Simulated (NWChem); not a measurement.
How the cost of B3LYP grows with the basis: BH3S

BH3S: 5 atoms, total charge 0, spin state singlet. SMILES: `BS`. Geometry: relaxed at PBE0-D4/def2-TZVP.

B3LYP, energy, NWChem 7.3.0, on 1 thread of Intel Xeon Platinum 8488C (Sapphire Rapids), shared host. N is the number of basis functions, t the processor time.

```
            basis    N  t (s)   ln N   ln t
         6-31G(d)   38    3.6  3.638  1.281
     6-31++G(d,p)   58    5.8  4.060  1.758
  6-311++G(2d,2p)   92      ?  4.522      ?
6-311++G(3df,3pd)  140     27  4.942  3.296
```

Task: Fit t = C·Nᵖ to the known rows and estimate the time in 6-311++G(2d,2p).

Result: 
1. Means of the 3 rows: ln N = 4.21333, ln t = 2.1117.
2. Σ(Δln N)² = 0.88547, Σ(Δln N·Δln t) = 1.3951, so the slope is 1.3951/0.88547 = 1.5755.
3. Intercept: 2.1117 − (1.5755) × 4.21333 = -4.5264. The largest residual of the fit is 0.112.
4. ln t = -4.5264 + 1.5755 × 4.522, so t ≈ 13 s.

The run took 11 s, so the estimate is too long by a factor of about 1.2. The fitted power is 1.6, with the electron count fixed.
